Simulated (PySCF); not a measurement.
NMR data simulated for an unnamed compound:

¹H NMR (400 MHz, computed): δ 10.09 (br s, 1H), 8.13 (m, 1H), 8.11 (m, 1H).

¹³C{¹H} NMR (computed): δ 159.5 (CH), 146.4 (CH).

PySCF 2.14.0 with density-fitted response routines calculation with geometry: PBE0-D3(BJ)/def2-TZVP and B97-2/pcSseg-2 with gauge-including orbitals; no solvent, non-relativistic, single conformer.

Shifts are taken against calculated references (same method and geometry level): ¹H (31.64 ppm) and ¹³C (185.38 ppm) vs TMS.

**Question.** Which of these does the molecule contain: a benzene ring, a heteroaromatic ring, a CF3 group, a methoxy group, an NH or NH2 group?

**Answer.** 
- A benzene ring: no.
- A heteroaromatic ring: yes.
- A CF3 group: no.
- A methoxy group: no.
- An NH or NH2 group: yes (δH 10.09 (br s)).

The data belong to SMILES c1nc[nH]n1, C2H3N3; they needn't prove each group on their own.

Carbon signals by region: 2 in the sp2 and nitrile region (100–160 ppm).

Exchangeable OH/NH protons stand at their gas-phase positions; hydrogen bonding in a real sample shifts them, mostly to higher δ. Shifts are as computed. Against solution values, carbons near 30 ppm lie about +3 ppm off and those near 130 ppm about +7 ppm. Of 1211 compounds with measured shifts, 218 miss one by over three times the rms of a fit or turn the order of signals round; such compounds aren't used in these exercises. No couplings were computed; multiplicities are counted from neighbouring protons, with m where these are inequivalent, close in shift, in a saturated or five-membered ring or joined by F or P, and br s for small geminal =CH2 splittings.
